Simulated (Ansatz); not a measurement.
# CH₂BO+: functionals against CCSD(T) at one geometry

The task here is to estimate one member of a computed series from the others.

Program: Ansatz 0.2.0, Gaussian basis. Level of theory: single points in def2-TZVPP. These are calculated values, not measurements.

Correlated methods freeze the cores.

## Starting geometry

5 atoms, charge 1, spin multiplicity 1.

Atoms are counted from 1 here; the program's logs count them from 0.

Bond lengths: C1–B2 1.340 Å, C1–H5 0.925 Å, B2–O3 1.144 Å. Angles: B2–C1–H5 131.8°, C1–B2–O3 172.4°.

As a file:

```
atom     x (Å)     y (Å)     z (Å)
  C1  -0.16230   0.35380  -0.09840
  B2   0.65280  -0.62870   0.30860
  O3   1.27290  -1.46240   0.78620
  H4  -0.82010   0.46310  -1.33140
  H5  -0.64810   0.98610   0.37080
```

Set-up of the first run:

File run/in.yaml:

```yaml
crystal:
  periodic: [false, false, false]
  atoms:
    - {symbol: C, position_ang: [-0.162300, 0.353800, -0.098400]}
    - {symbol: B, position_ang: [0.652800, -0.628700, 0.308600]}
    - {symbol: O, position_ang: [1.272900, -1.462400, 0.786200]}
    - {symbol: H, position_ang: [-0.820100, 0.463100, -1.331400]}
    - {symbol: H, position_ang: [-0.648100, 0.986100, 0.370800]}
basis:
  gaussian: {orbitals: def2-TZVPP}
total_charge: 1
correlation: {method: ccsd_t}
output: {forces: true}
```

No record of the launch command was kept for these runs.

Among the steps run: CCSD(T)/def2-TZVPP; PBE0-D4/def2-TZVPP; wB97M-V/def2-TZVPP; r2SCAN-D4/def2-TZVPP; PBE-D4/def2-TZVPP; CAM-B3LYP-D4/def2-TZVPP; SPW92/def2-TZVPP.

One table of the session follows, with a row left open; its other results are not shown here.

| method | RMS force component (eV/Å) | angle to CCSD(T) forces (°) |
| --- | --- | --- |
| CCSD(T) | 4.586 | reference |
| PBE0-D4 | ? | ? |
| wB97M-V | 4.379 | 8.7 |
| r2SCAN-D4 | 4.416 | 2.8 |
| PBE-D4 | 4.516 | 3.7 |
| CAM-B3LYP-D4 | 4.341 | 9.5 |
| SPW92 | 4.425 | 6.0 |

Q: Estimate the row for PBE0-D4 from the others.

As computed: RMS force component (eV/Å): 4.410; angle to CCSD(T) forces (°): 6.4. In the column «RMS force component (eV/Å)» it lies between wB97M-V (4.379) and r2SCAN-D4 (4.416).
